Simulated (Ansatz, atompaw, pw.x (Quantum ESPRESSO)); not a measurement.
**Bi (bcc): variants of one PAW (atompaw) potential in the solid**

Bi (Z = 83), PAW, made with atompaw 4.2.0.5 (PBEsol, scalar-relativistic). Core [Xe] 4f14, reference 5d10 6s2 6p3. Waves: 6s (bound): rc 1.95 bohr; 6s channel at -0.75 Ry: rc 1.95 bohr; 6p (bound): rc 2.80 bohr; 6p channel at 1.1 Ry: rc 2.80 bohr; 5d (bound): rc 1.90 bohr; 5d channel at 1.85 Ry: rc 2.80 bohr. Local part: bessel scheme, radius 2.25 bohr. Core correction: smooth core density matched at 2.65 bohr. Augmentation charge: besselshape compensation charge, radius 2.75 bohr; PAW radius 2.80 bohr; waves and projectors: custom polynom2 7 10 vanderbiltortho.

Crystal test: bcc Bi in pw.x 7.5, no spin, 12³ k-points, Fermi–Dirac smearing 0.01 Ry, cutoffs set for each file from its atomic test. The reference is all-electron LAPW (Ansatz 0.2.0) with the same functional, mesh and smearing; V0 and B0 come from Birch–Murnaghan fits to the pressures at five volumes. Errors are pseudo minus all-electron; Δ is the rms difference of the E(V) curves that follow from these fits, minima aligned, over ±6 % about the mean V0. Mesh and smearing are coarse, so the numbers serve the comparison and aren't converged zero-temperature values; the lattice is a test structure that the element need not adopt.

All-electron: a0 = 3.913 Å (V0 = 29.95 Å³/atom), B0 = 59.8 GPa.

2 further variants are left out: they gave no file fit for a test, a broken result, the same result as the base, or pressures whose basis-set error rivals the error shown.

A dash in a converged row means that the minimum lies outside the volumes sampled.

```csv
change,cutoffs (Ry),pw.x,a0 (Å),a0 error (%),B0 error (%),Δ (meV/atom),mean pressure error (GPa)
base,170/900,converged,3.918,+0.13,+0.6,1.6,+0.24
"core [Xe] 4f14 5d10, valence charge 5; reference 6s2 6p3; waves now 6s (bound): rc 2.20 bohr; 6s channel at -0.4 Ry: rc 2.20 bohr; 6p (bound): rc 3.00 bohr; 6p channel at 4.35 Ry: rc 3.00 bohr; local potential bessel scheme, radius 2.10 bohr; core correction smooth core density matched at 2.35 bohr; augmentation besselshape compensation charge, radius 2.55 bohr; PAW radius 3.00 bohr; waves and projectors: custom polynom2 7 10 vanderbiltortho",40/400,converged,–,–,–,–,-17.95
```

(1) Give the row for: wave 6s channel at -0.75 Ry: rc 1.95 bohr becomes 6s channel at -0.94 Ry: rc 1.95 bohr.

Results:

(1) pw.x: converged; mean pressure error (GPa): +0.23; a0 (Å): 3.918; a0 error (%): +0.13; B0 error (%): +0.8; Δ (meV/atom): 1.5.
